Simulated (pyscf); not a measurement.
## Addition across a multiple bond or ene-type step: `[SiH3][Si]([SiH3])=[Ge]([SiH3])[SiH3]` + `[SiH3][SiH3]` -> `[SiH3][SiH2][Ge]([SiH3])([SiH3])[SiH]([SiH3])[SiH3]`

Gas phase, singlet surface, charge 0. Bonds broken: Si19–H21. Bonds formed: Si2–H21, Ge4–Si19. Single points on ωB97X-D3(BJ)/def2-SVP structures (PySCF, gas phase).

Transition state (Å):

```xyz
26

Si     0.2472    -1.2861     2.7122
Si    -0.6385     0.1658     1.1087
Si    -2.6443     1.0859     1.8763
Ge    -0.2647     0.0019    -1.2510
Si    -2.5257    -0.6638    -1.5752
Si     0.9326    -2.0412    -0.9941
H      1.6547    -1.6352     2.3753
H      0.1977    -0.6257     4.0490
H     -0.5936    -2.5165     2.7380
H     -3.7105     0.0481     1.7865
H     -3.0189     2.2668     1.0472
H     -2.4941     1.5123     3.2990
H     -2.8019    -1.0146    -3.0011
H     -3.4283     0.4686    -1.1966
H     -2.9173    -1.8405    -0.7352
H      0.2222    -3.0143    -0.1036
H      2.2742    -1.7869    -0.3859
H      1.1481    -2.7076    -2.3150
Si     0.3541     2.4284     0.0414
Si     2.4702     2.1236    -0.8675
H      0.3274     1.3512     1.4847
H     -0.7528     2.9638    -0.7972
H      0.3736     3.3910     1.2012
H      2.9644     0.7881    -0.4316
H      3.4222     3.1730    -0.3896
H      2.3455     2.1856    -2.3487
```

One imaginary mode, 326i cm⁻¹; descent along it reached the two sides named, in the forms told below.

| bond | change | reactant side (Å) | saddle | product side |
|---|---|---|---|---|
| Si19–H21 | breaks | 1.493 | 1.801 | 3.9 |
| Si2–H21 | forms | 3.1 | 1.575 | 1.495 |
| Ge4–Si19 | forms | 4.0 | 2.8 | 2.359 |

Electronic energies relative to the separated reactants (kJ/mol):

```
level                   barrier  reaction energy  reverse barrier
----------------------  -------  ---------------  ---------------
ωB97X-D3(BJ)/def2-TZVP     33.9           -203.6            237.6
PBE/def2-TZVP              51.1           -148.8            199.9
r²SCAN/def2-TZVP           48.2           -168.1            216.3
B3LYP-D3(BJ)/def2-TZVP     51.6           -175.2            226.9
PBE0-D3(BJ)/def2-TZVP      25.3           -191.6            216.9
M06-2X/def2-TZVP           42.6           -178.0            220.6
ωB97M-D3(BJ)/def2-TZVP     44.2           -182.1            226.4
HF/def2-TZVP              163.1           -141.5            304.7
```

With ωB97M-D3(BJ)/def2-TZVP energies and thermal terms (ideal gas, 1 atm, RRHO with modes under 100 cm⁻¹ raised to 100, one conformer, R ln 2 for chiral ones without a mode under 150 cm⁻¹), in kJ/mol:

| T (K) | ΔH‡ | ΔG‡ | ΔH | ΔG |
|---|---|---|---|---|
| 298 | 44.8 | 100.3 | -178.1 | -126.8 |
| 600 | 47.0 | 155.6 | -173.2 | -76.8 |
| 900 | 49.6 | 209.4 | -168.1 | -29.6 |
| 1200 | 52.4 | 262.3 | -162.9 | +15.7 |

On the reactant side the descent ends in a complex (not fully relaxed), 32.3 kJ/mol under the separated species and 66.2 kJ/mol under the saddle at ωB97X-D3(BJ)/def2-TZVP. At the saddle there is also a short Si–Si contact that neither side keeps. This is the saddle that the search found; another between the same sides may lie lower. Elements up to Kr have no core potential and no relativistic terms here.
